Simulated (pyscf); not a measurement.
H₂N–SiH₂–NH–SiH₂–NH–SiH(Cl)–Cl + H₂ -> H₂N–SiH₂–NH–SiH₂–NH₂ + Cl–SiH₂–Cl, a four-centre exchange (singlet surface; N–Si, H–H broken, H–N, H–Si formed). Optimised with ωB97X-D3(BJ)/def2-SVP in PySCF. Energies in kcal/mol from the separated reactants.

Small-basis levels: PySCF, no dispersion term, spherical d functions. AM1 to PM7: differences of heats of formation from MOPAC, which are fitted to 298 K values and so differ in kind from electronic energies by zero-point and thermal terms. Cost: rough CPU time at the saddle relative to B3LYP/6-31G*, from one job on a shared machine.

```
level                   barrier  reaction energy        cost
----------------------  -------  ---------------  ----------
HF/6-31G*                  74.4             +7.6         0.2
SVWN5/6-31G*               35.5            +16.7           1
BP86/6-31G*                48.5            +11.5           2
PBE/6-31G*                 46.5            +12.5           2
B3LYP/3-21G                52.0            +19.5         0.7
B3LYP/LANL2DZ              56.2             +8.0         0.6
B3LYP/6-31G*               55.8            +11.0           1
PBE/def2-SVP               42.8            +11.9           2
B3LYP/def2-SVP                …            +10.6           1
AM1                        91.2            +29.7  under 0.02
PM3                        79.9            +47.3  under 0.02
PM7                           …            +66.2  under 0.02
ωB97M-D3(BJ)/def2-TZVP        …            +15.6           –
```

Problem. Some entries are withheld; supply them.

Solution. 
- B3LYP/def2-SVP, barrier: 52.1
- PM7, barrier: 94.3
- ωB97M-D3(BJ)/def2-TZVP, barrier: 53.1

Against the last row the barrier runs from -17.6 (SVWN5/6-31G*) to +41.2 kcal/mol (PM7). ωB97M-D3(BJ)/def2-TZVP has limits of its own. On the product side the descent ends in an adduct with a N–Si contact (not fully relaxed), 5.5 kcal/mol under the separated species and 41.4 kcal/mol under the saddle at ωB97X-D3(BJ)/def2-TZVP. What is counted as broken (N–Si) persists as a longer contact in the product adduct; parting that adduct is a step of its own. At the saddle there is also a short H–Si contact that neither side keeps. This is the saddle that the search found; another between the same sides may lie lower.
